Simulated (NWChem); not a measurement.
## Correlation energy of hydrogen chloride (HCl)

SMILES: Cl
```xyz
2

Cl     0.0000     0.0000     0.0716
H      0.0000     0.0000    -1.2180
```
Charge 0, spin multiplicity 1.

Program: NWChem. The geometry was optimised at B3LYP/def2-SVP, a minimum by its harmonic frequencies.

Basis set: cc-pVDZ. Each correlation energy counts from its own Hartree-Fock reference.

The correlated methods keep 5 core orbitals frozen. Coupled-cluster values serve here as a point of comparison, not as the truth.

Question: For the correlation energy, CCSD+T(CCSD) gives -165.3 mHa and RI-MP2 gives -146.4 mHa. What do CCSD, CR-CCSD[T] give?

Answer: CCSD: -162.9 mHa; CR-CCSD[T]: -165.0 mHa.
